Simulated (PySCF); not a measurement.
## Electric properties by functional and basis

Compound: 2,4-hexadiyne, C6H6.
SMILES: `C(C#CC)#CC`

PySCF, dipoles from the SCF density, polarisabilities from static response with core orbitals frozen. Isolated species at its PBE0-D3(BJ)/def2-SVP geometry, gas phase.

The anisotropy is √(½[(α1 − α2)² + (α2 − α3)² + (α3 − α1)²]).

```csv
level,α (au),anisotropy (au)
LDA/def2-SVPD,87.49,111.34
PBE/def2-SVPD,86.43,110.31
B3LYP/def2-SVPD,83.67,103.23
PBE0/def2-SVPD,82.67,102.19
BHandHLYP/def2-SVPD,80.12,95.60
CAM-B3LYP/def2-SVPD,81.19,96.86
wB97X-D/def2-SVPD,81.55,96.64
LC-wPBE/def2-SVPD,78.13,91.27
HF/def2-SVPD,76.83,87.09
PBE0/6-31G*,68.27,105.37
PBE0/def2-SVP,71.78,105.61
PBE0/6-31+G*,75.55,107.31
PBE0/aug-cc-pVDZ,84.24,103.67
PBE0/def2-TZVP,80.00,104.77
PBE0/def2-TZVPD,84.44,102.86
```

No reference polarisability is at hand; against PBE0 in the largest diffuse basis at hand (def2-TZVPD) the other PBE0 rows deviate by 6-31G* -19%, def2-SVP -15%, 6-31+G* -11%, def2-SVPD -2%, aug-cc-pVDZ 0%, def2-TZVP -5%. The dipole stays under 0.05 D at every level. In one basis (def2-SVPD) the functionals order the polarisability from HF (lowest) to LDA (highest), a spread of 14%. With PBE0 the polarisability is 73.35 au without diffuse functions (mean of 6-31G*, def2-SVP and def2-TZVP) and 81.73 au with them (mean of 6-31+G*, def2-SVPD, aug-cc-pVDZ and def2-TZVPD).
